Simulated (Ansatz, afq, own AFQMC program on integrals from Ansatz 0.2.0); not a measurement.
**CHB, triplet → CHB, quintet**

```json
{"atom": "B", "x (Å)": "0.0000", "y (Å)": "0.0000", "z (Å)": "0.0901"}
{"atom": "C", "x (Å)": "0.0000", "y (Å)": "0.0000", "z (Å)": "-1.3588"}
{"atom": "H", "x (Å)": "0.0000", "y (Å)": "0.0000", "z (Å)": "1.2688"}
```

Connectivity, by distances: BH–C.

E(quintet, charge +0) − E(triplet, charge +0) at this geometry, on UHF and UHF determinants.

Basis cc-pVDZ. Noble-gas cores (and the filled d shells of Ga–Kr and In–Xe) are frozen. Integrals, coupled cluster, full CI and functionals: Ansatz 0.2.0; the random walks run on the same integrals in our own AFQMC program. The CISD trial takes its coefficients from CCSD amplitudes. Released means that phaseless walkers are propagated on without the constraint, phases kept. Uncertainties: one standard error, sampling alone. The errors of all members are added in quadrature.

No full CI on the walks' own integrals is used here; CCSDTQ serves as the reference and is uncertain by about the last step of the cluster series. Each member takes its own surest rung, up to full CI.

The best estimate is CCSD(T) at the basis-set limit (CBS: def2-TZVPP and def2-QZVPP, with their diffuse functions for anions and beside diffuse sets, CCSD(T) itself extrapolated) plus the step from CCSD(T) to CCSDTQ in cc-pVDZ. Rows without CBS are in cc-pVDZ, the functionals in def2-TZVP; B2PLYP and the wave-function rows carry a basis error of their own. Core correlation and relativity beyond core potentials are missing, and ± holds the sampling alone.

Cautions: CHB (triplet): the released energies have errors that jump between times, so the bars are unsure, so no released level is given (meV from the phaseless value at times in 1/Eh: -8.0 ± 1.7 at 0.24, -13.1 ± 1.0 at 0.51, -20.1 ± 1.2 at 0.99, -17 ± 7 at 1.62, -27.0 ± 1.6 at 2.40), though the last usable value meets CCSDTQ within the noise, its ph-AFQMC/CISD value lies 28.7 ± 1.6 meV above CCSDTQ; CHB (quintet): another spin lies lower.

```tsv
level	vertical spin gap (kJ/mol)
B3LYP	387.6
MP2	343.2
CCSD	349.6
```

(1) From these cheaper values, estimate the vertical spin gap at the level of the best estimate.

(1) 373.0 kJ/mol (best estimate, highest rung CCSDTQ).

| level | vertical spin gap (kJ/mol) | error against the best estimate (kJ/mol) |
| --- | --- | --- |
| HF | 248.4 | -124.6 |
| CCSD(T) | 356.3 | -16.7 |
| CCSDT | 357.5 | -15.5 |
| CCSDT(Q) | 358.1 | -14.8 |
| CCSDTQ | 358.1 | -14.8 |
| ph-AFQMC/CISD | 355.7 ± 0.2 | -17.3 ± 0.2 |
| HF/CBS | 245.1 | -127.9 |
| MP2/CBS | 362.1 | -10.9 |
| CCSD(T)/CBS | 371.1 | -1.9 |
| PBE | 372.0 | -1.0 |
| r2SCAN | 335.9 | -37.1 |
| PBE0 | 356.3 | -16.7 |
| wB97M-V | 393.3 | 20.3 |
| B2PLYP | 381.4 | 8.4 |

Correlation beyond CCSD(T) adds 1.9 kJ/mol. Going to the basis-set limit adds 14.8 kJ/mol at CCSD(T). The perturbative (T) step is worth +6.7 kJ/mol. The functionals spread over 57.4 kJ/mol; PBE comes nearest and r2SCAN is 37.1 kJ/mol too low.

Best estimates are given only where the step beyond CCSD(T) is under 0.3 eV and no member's determinant is very poor (T1 over 0.05, or 0.07 for open shells, ⟨S²⟩ too high by 0.3, two states mixed), so the hardest cases are missing from such tables.

The functionals ran in a triple-zeta set and keep a basis error of their own, a few kJ/mol for each bond in atomization energies and more for double hybrids, so close places among them and the extrapolated levels can swap.

CCSDT and higher add their correlation energy to the determinant of the CCSD(T) run, since their own runs factorise the integrals more tightly (a shift of under 2 meV). Each member of a difference takes its own highest rung, so a best estimate needn't equal the limit plus the step of one row. A walk keeps the symmetry of its determinant, which the program's search chose and which needn't be the lowest solution, so a lower state of the same spin and another symmetry isn't excluded.
